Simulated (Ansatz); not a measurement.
C6H6 can be A, `c1ccccc1`, or B, `C=C1C=CC=C1`.

Gas-phase electronic energies from Ansatz, PBE0-D4/def2-TZVP geometries. CCSD(T)/CBS is the MP2 limit (def2-TZVPP, def2-QZVPP) plus CCSD(T) − MP2 in def2-TZVPP, frozen cores. DFT in def2-TZVPP. B3LYP here is the variant with VWN-RPA as its local correlation; programs differ in this.

A:

```xyz
12

C    -0.855   -0.971   -0.500
C    -1.367    0.235   -0.045
C    -0.511    1.207    0.456
C     0.855    0.971    0.500
C     1.367   -0.235    0.045
C     0.511   -1.207   -0.456
H    -1.524   -1.730   -0.891
H    -2.435    0.419   -0.080
H    -0.911    2.149    0.812
H     1.524    1.730    0.891
H     2.435   -0.419    0.080
H     0.911   -2.149   -0.812
```

B:

Z-matrix (Å, degrees):
```
C
C 1 1.336
H 1 1.084 2 121.3
H 1 1.084 2 121.3 3 -180.0
C 2 1.465 1 126.8 3 0.0
C 2 1.465 1 126.8 3 180.0
C 5 1.346 2 107.8 1 180.0
H 5 1.081 2 124.6 1 -0.0
C 6 1.346 2 107.8 1 -180.0
H 6 1.081 2 124.6 1 0.0
H 7 1.082 5 126.4 2 -180.0
H 9 1.082 6 126.4 2 180.0
```

Task: Which isomer does CCSD(T)/CBS put lower? Give the gap. (Best estimate.)

Result: Ansatz gave: A, by 138.1 kJ/mol.

Task: Give E(B) − E(A) in kJ/mol with r2SCAN-D4, CCSD(T)/def2-SVP, PBE-D4, B2PLYP, MP2/def2-TZVPP, B3LYP-D4, CCSD(T)/def2-TZVPP. (Estimate.)

Result: The calculation gave: r2SCAN-D4 151.1, CCSD(T)/def2-SVP 139.9, PBE-D4 143.9, B2PLYP 148.3, MP2/def2-TZVPP 153.6, B3LYP-D4 149.8, CCSD(T)/def2-TZVPP 137.5. None reverses the order clearly.

Largest T1 diagnostic: 0.011.

Leaving LDA and LC-ωPBE aside and taking each functional with its dispersion term where it has one, the values, not all of them listed here, spread over 10.7 kJ/mol, from PBE-D4 to r2SCAN0-D4. LDA lies +6.8 kJ/mol from PBE without D4. From BLYP to BHLYP (50 % exact exchange), in def2-TZVPP and without D4, E(B) − E(A) moves by +11.2 kJ/mol.
